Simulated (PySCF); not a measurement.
## Working out the electron affinity of O

O⁻ [He] 2s2 2p5 (2P) → O [He] 2s2 2p4 (3P). All numbers are calculated (PySCF 2.14, the non-relativistic Hamiltonian (point nucleus), in dyall-acv3z (15s9p4d2f, 76 functions)). Frozen: 1s2; the 19 highest virtual orbitals dropped. Energies in hartree (1 hartree = 27.21139 eV):

```
            part  O⁻ (lower)   O (upper)
             UHF  -74.797615  -74.818717
CCSD correlation   -0.231589   -0.166983
             (T)   -0.009247   -0.003596
```

**Question.** What does Hartree-Fock give?

**Answer.** (-74.818717) − (-74.797615) = -0.021102 hartree = -0.574 eV.

**Question.** What do CCSD and CCSD(T) give?

**Answer.** The CCSD correlation energies differ by 0.064606 hartree = 1.758 eV and the triples by 0.005651 hartree = 0.154 eV, so CCSD gives 1.184 eV and CCSD(T) 1.338 eV.

A first-order spin-orbit estimate adds -0.001 eV to CCSD(T) (valence), giving 1.337 eV against 1.461 eV (measured; photodetachment measurements, as compiled on the Wikipedia data page of electron affinities).

What remains against the reference includes basis incompleteness, the frozen core and higher excitations.
